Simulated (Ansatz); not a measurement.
# doublet B3: levels of theory in one basis

```yaml
atoms:
  - { symbol: B, position_ang: [0.0000, 0.4513, -0.7817] }
  - { symbol: B, position_ang: [0.0000, -0.9026, 0.0000] }
  - { symbol: B, position_ang: [0.0000, 0.4513, 0.7817] }
```

Basis set: def2-SVP (spherical functions). Frozen core: 3 orbitals. Correlation on ROHF uses semicanonical orbitals with singles. Charge 0, multiplicity 2.

Computed with Ansatz (development build ahead of 0.2.0); each method stands on the lowest determinant of its kind that the runs found.

```
  method  E − E(ROHF) (eV)  <S²> of the determinant
    ROHF              0.00                     0.75
     UHF             -0.86                     1.86
ROHF-MP2             -6.82                        –
```

**Question.** What does UHF-MP2 give on the same scale?

**Answer.** -5.77 eV.

**Question.** Is a single determinant a sound starting point here?

**Answer.** It is doubtful. Unrestricted orbitals lower Hartree–Fock by 0.86 eV and <S²> is 1.86 where a pure state has 0.75, a sign of strong static correlation.

Caution for ROHF, ROHF-MP2: an unrestricted determinant lies well below. Caution for UHF, UHF-MP2: the unrestricted determinant is a mixture of spin states.
